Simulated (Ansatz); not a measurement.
# Equilibrium lattice constant a of some cubic elemental metals

Method: PBEsol+SOC (Ansatz, a program for electronic structure, PAW). References are measured values corrected to a static lattice.

Values in Å.

| solid | reference | PBEsol+SOC | error (%) |
|---|---|---|---|
| bcc Cs | 6.039¶ | 6.009 | -0.50 |
| bcc Ta | 3.299 | 3.281 | -0.55 |
| fcc Pb | 4.902¶ | 4.936 | +0.69 |
| fcc Pt | 3.913 | 3.920 | +0.18 |
| fcc Au | 4.062 | 4.072 | +0.25 |
| fcc Ir | 3.831 | 3.832 | +0.03 |
| bcc Ba | 4.995¶ | 4.880 | -2.30 |
| bcc W | 3.16 | 3.155 | -0.16 |

Over these 8 solids the mean error is -0.29 %, the mean absolute error 0.58 % (median 0.37 %), and the worst case bcc Ba at -2.30 %; the value is above the reference in 4 of 8 cases.

All these references are brought to a static lattice.

¶ marks references of a special kind: bcc Cs, 6.039 Å (measured, low-temperature or extrapolated to 0 K; zero-point anharmonic expansion removed; as tabulated in Csonka et al. (2009), arXiv:0903.4037); fcc Pb, 4.902 Å (measured, low-temperature or extrapolated to 0 K; zero-point anharmonic expansion removed, our sources range from 4.902 to 4.912; as tabulated in Csonka et al. (2009), arXiv:0903.4037); bcc Ba, 4.995 Å (measured, low-temperature or extrapolated to 0 K; zero-point anharmonic expansion removed, our sources range from 4.995 to 5.004; as tabulated in Csonka et al. (2009), arXiv:0903.4037).

Differences are worked out from the printed values.

Ansatz's density-functional and Hartree–Fock values are scalar-relativistic unless marked +SOC, with PAW data made under PBE.

Not in this set, of the elemental metals with a reference value in our tables and a result at some level: 19 for a reference at room or unstated temperature; 17 for no value at PBEsol+SOC (not run, a failed fit, an unstable or unbound cell, or a value held back for tests). These can be a level's best or worst cases. Solids without a released value at any level aren't counted. Layered and molecular crystals are counted apart. The metals Ce to Yb are counted apart.

References as tabulated in Mejia-Rodriguez and Trickey (2018), arXiv:1807.09216; Csonka et al. (2009), arXiv:0903.4037.
